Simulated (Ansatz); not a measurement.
`C[S][Na]` + H–F → `[F][Na]` + CH₃SH at 298.15 K and 1 bar (ligand exchange at the Na–S bond).

Program: Ansatz. Geometries: PBE0-D4/def2-TZVP. ΔE: electronic, gas phase. CCSD(T)/CBS adds triple-zeta CCSD(T) − MP2 to the extrapolated MP2 energy (def2 sets, frozen cores). This one scheme is used for every species. For Na outer-core shells are correlated without core-valence functions, which leaves a few kJ/mol of doubt a bond.

| species | CCSD(T)/CBS energy (Eh) | H − E (kJ/mol) | S (J/(mol·K)) |
| --- | --- | --- | --- |
| `C[S][Na]` | -599.74600 | 115.2 | 305.0 |
| H–F | -100.39570 | 33.5 | 173.6 |
| `[F][Na]` | -261.92403 | 12.4 | 217.3 |
| CH₃SH | -438.22835 | 133.0 | 253.2 |

H − E and S are ideal-gas, rigid-rotor, harmonic terms from PBE0-D4/def2-TZVP. 1 Eh = 2625.50 kJ/mol, R = 8.31446 J/(mol·K).

**Question.** By hand: ΔE, ΔH, ΔS and ΔG.

**Answer.** ΔE = (-261.92403) + (-438.22835) − (-599.74600) − (-100.39570) = -0.01068 Eh = -28.0 kJ/mol. Δ(H − E) = 12.4 + 133.0 − 115.2 − 33.5 = -3.3, so ΔH = -31.3 kJ/mol. ΔS = 217.3 + 253.2 − 305.0 − 173.6 = -8.1 J/(mol·K). ΔG = -31.3 − 298.15 × (-8.1)/1000 = -28.9 kJ/mol.

**Question.** By hand: the equilibrium constant, and the temperature at which ΔG would vanish if ΔH and ΔS stayed fixed.

**Answer.** log₁₀ K = −ΔG/(RT ln 10) = 5.1. ΔG = 0 at ΔH/ΔS = 3864 K, far beyond where these terms or the molecules hold.

The number of gas molecules stays the same, so ΔS is small and ΔH decides. A doubt of 5 kJ/mol in ΔE shifts log₁₀ K by 0.9 here. These are equilibria of isolated gas molecules and say nothing of rates. Largest T1 diagnostic: 0.013 (customary marks: 0.02 for closed shells, 0.045 for open ones).
